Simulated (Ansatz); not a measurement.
**BPH2 (triplet): wave-function methods side by side, cc-pVTZ**

An exercise on one series of results from a longer session: the logs are not shown, and one member is left open.

Program: Ansatz 0.2.0, Gaussian basis. Level of theory: cc-pVTZ, core rule «outside noble gas», up to 6 orbitals frozen. These are calculated values, not measurements.

The runs, in order: UHF; CCSD(T) on ROHF; CCSD(T) on UHF; BCCD(T) on ROHF; CCSDT(Q) on ROHF; CCSDT(Q) on UHF; CASSCF and MRCISD+Q, 10 electrons in 10 orbitals; CASSCF and NEVPT2, 10 electrons in 10 orbitals.

6 further runs of the same task are left out: 2 for a known fault of the program, 4 set aside as unsound or not needed.

## The geometry

The geometry is a PBE0/def2-TZVP stationary point (not a proven minimum) of the parent state, kept for this charge and spin.

4 atoms, charge 0, spin multiplicity 3.

Atoms are counted from 1 here; the program's logs count them from 0.

Bond lengths: B1–P2 1.735 Å, B1–H3 1.204 Å, B1–H4 1.204 Å. Angles: P2–B1–H3 120.2°, P2–B1–H4 120.2°, H3–B1–H4 119.5°.

Set-up of the first run:

Input file in.yaml:

```yaml
crystal:
  periodic: [false, false, false]
  atoms:
    - {symbol: B, position_ang: [0.000000, 0.000000, 1.199314]}
    - {symbol: P, position_ang: [0.000000, 0.000000, -0.536099]}
    - {symbol: H, position_ang: [0.000000, 1.039861, 1.805269]}
    - {symbol: H, position_ang: [0.000000, -1.039862, 1.805269]}
basis:
  gaussian: {orbitals: cc-pVTZ}
magnetization: {spin_polarized: true, initial_magnetization: 2}
hamiltonian: {xc: hf}
output: {orbitals: {seedname: orbitals}}
```

On the command line:

```bash
ansatz run in.yaml --threads 1 --pin off --events-out ev --progress --plain --max-ram 4096MiB --backend cpu
```

Steps of the session up to this table: UHF; CCSD(T) on ROHF; CCSD(T) on UHF; BCCD(T) on ROHF; CCSDT(Q) on ROHF; CCSDT(Q) on UHF; CASSCF and MRCISD+Q, 10 electrons in 10 orbitals; CASSCF and NEVPT2, 10 electrons in 10 orbitals.

One table of the session follows, with a row left open; its other results are not shown here.

| method | from UCCSDT(Q) (meV) |
| --- | --- |
| ROHF | ? |
| UHF | +6752.1 |
| RMP2 | +1208.1 |
| UMP2 | +1259.2 |
| RCCSD | +298.3 |
| UCCSD | +291.4 |
| RCCSD(T) | +46.6 |
| UCCSD(T) | +46.7 |
| BCCD(T) | +45.6 |
| RCCSDT | +11.6 |
| UCCSDT | +10.0 |
| RCCSDT(Q) | +1.5 |
| UCCSDT(Q) | 0 |
| CASSCF valence | +5061.5 |
| NEVPT2 valence | +1252.3 |
| MRCISD valence | +441.9 |
| MRCISD+Q valence | +70.0 |

Estimate the missing values for ROHF.

**Answer.** from UCCSDT(Q) (meV): +6929.7. In the column «from UCCSDT(Q) (meV)» it is the highest.

Limits of these values: Restricted and unrestricted rows rest on different reference determinants; where their highest levels disagree by more than a few hundredths of an eV, they describe different states and don't form one ladder.
